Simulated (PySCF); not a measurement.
## NMR data sheet: C5H4

| Item | Value |
| --- | --- |
| Formula | C5H4 |
| SMILES | C#CC#CC |
| InChI | InChI=1S/C5H4/c1-3-5-4-2/h1H,2H3 |
| Point group of the computed structure | C3v |
| Degrees of unsaturation | 4 |
| Carbon signals | 5 |
| Proton signals | 2 |

Molfile (atoms numbered from 1):
```
C5H4
     RDKit          3D

  9  8  0  0  0  0  0  0  0  0999 V2000
    2.3900    1.8756    0.9268 C   0  0  0  0  0  0  0  0  0  0  0  0
    1.4809    1.1612    0.5901 C   0  0  0  0  0  0  0  0  0  0  0  0
    0.4536    0.3562    0.2099 C   0  0  0  0  0  0  0  0  0  0  0  0
   -0.4585   -0.3593   -0.1242 C   0  0  0  0  0  0  0  0  0  0  0  0
   -1.5466   -1.2146   -0.5270 C   0  0  0  0  0  0  0  0  0  0  0  0
    3.1806    2.4977    1.2204 H   0  0  0  0  0  0  0  0  0  0  0  0
   -2.5010   -0.7502   -0.2764 H   0  0  0  0  0  0  0  0  0  0  0  0
   -1.5092   -1.3861   -1.6035 H   0  0  0  0  0  0  0  0  0  0  0  0
   -1.4764   -2.1744   -0.0140 H   0  0  0  0  0  0  0  0  0  0  0  0
  1  2  3  0
  2  3  1  0
  3  4  3  0
  4  5  1  0
  1  6  1  0
  5  7  1  0
  5  8  1  0
  5  9  1  0
M  END
```

Computed data (PySCF): shieldings: GIAO PBE0/pcSseg-1, coordinates at the GFN2-xTB level, spin–spin couplings from B3LYP/pcJ-1. A single conformation, no relativistic terms, gas phase, fast rotation and ring inversion assumed for equivalent nuclei.

Shifts are taken against calculated references (same method and geometry level): 1H, 13C vs TMS.

| carbon | δC, type | δH (multiplicity, J in Hz) | HMBC from (abs. J ≥ 3 Hz) | span of the C tensor (ppm) |
| --- | --- | --- | --- | --- |
| C1 | 69.8, CH | 1.07 (q, 2.4) | – | 233 |
| C2 | 74.5, C | – | H6 | 266 |
| C3 | 72.7, C | – | H7/H8/H9, H6 | 233 |
| C4 | 78.1, C | – | H7/H8/H9 | 285 |
| C5 | 5.2, CH3 | 2.13 (d, 2.4) | – | 26 |

Selected couplings (Hz, signed; the shortest-range and largest first, 30 at most; isotopes 13C, 1H): 1J(C1,H6) 271.4, 1J(C1,C2) 227.4, 1J(C3,C4) 227.3, 1J(C2,C3) 174.0, 1J(C5,H7) 138.4, 1J(C4,C5) 75.3, 2J(C1,C3) 18.9, 2J(C2,C4) 18.5, 2J(C3,C5) 13.7, 3J(C1,C4) 21.7, 3J(C2,C5) 3.1.

- Carbon types of the structure: 3 × C, 1 × CH, 1 × CH3, which accounts for all hydrogens.
- δC 78.1, 74.5, 72.7: alkyne carbon; the triple bond shields along its axis, which puts it between sp3 and sp2 carbons.
- δC 69.8: terminal alkyne carbon; the triple bond shields along its axis, which puts it between sp3 and sp2 carbons.
- δC 5.2: propargylic methyl carbon; saturated and bonded to C and H only.
- δH 2.13: hydrogen on a propargylic methyl carbon.
- δH 1.07: hydrogen on a terminal alkyne carbon; it lies on the axis of the triple bond, in its shielding cone.

Splittings below 1 Hz are ignored in the labels, and close J values are merged. Shifts are as computed. Against solution values, carbons near 30 ppm lie about +3 ppm off and those near 130 ppm about +5 ppm. Of 1211 compounds with measured shifts, 218 miss one by over three times the rms of a fit or turn the order of signals round; such compounds aren't used in these exercises.
